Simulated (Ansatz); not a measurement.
# GeSiCl, quartet: reading a ladder of total energies

Geometry: displaced at random from a stationary point.

```xyz
3

Cl    0.0811   -0.4115    2.2939
Si   -0.0838    0.9578    0.7342
Ge   -0.0072   -0.1695   -1.4034
```

Basis cc-pVDZ; Ansatz 0.2.0. Correlated methods freeze the noble-gas cores and the filled d shells of p-block atoms, which leaves 15 electrons in 39 orbitals. Prefix R: restricted or restricted open-shell reference; prefix U: unrestricted. No spin–orbit coupling is included, and no scalar relativity.

Full CI isn't at hand for all of this; UCCSDT(Q) serves as the reference, and is uncertain by about the last step of the cluster series.

Runs differ by some tens of microhartree through their thresholds and, for an open shell, their frozen cores, so steps under 0.03 kcal/mol mean nothing.

```csv
level,total energy (hartree)
UHF,-2823.752301
UMP2,-2824.010636
UCCSD,-2824.047553
UCCSD(T),-2824.058194
UCCSDT,-2824.059931
UCCSDT(Q),-2824.060896
```

Problem. What is the correlation energy at UCCSDT(Q), and what share of it do UMP2 and UCCSDT recover?

Solution. E(corr) = -2824.060896 − (-2823.752301) = -0.308595 hartree = -8.397 eV. UMP2: -0.258335 / -0.308595 = 83.71 %. UCCSDT: -0.307630 / -0.308595 = 99.69 %.

Problem. By how many kcal/mol does UCCSD(T) miss UCCSDT(Q) (1 hartree = 627.509 kcal/mol), and which steps make up the rest?

Solution. -2824.058194 − (-2824.060896) = 0.002702 hartree = 1.70 kcal/mol. Steps: UCCSDT − UCCSD(T) = -1.09, UCCSDT(Q) − UCCSDT = -0.61 kcal/mol. Differences between like states or geometries often cancel part of this.
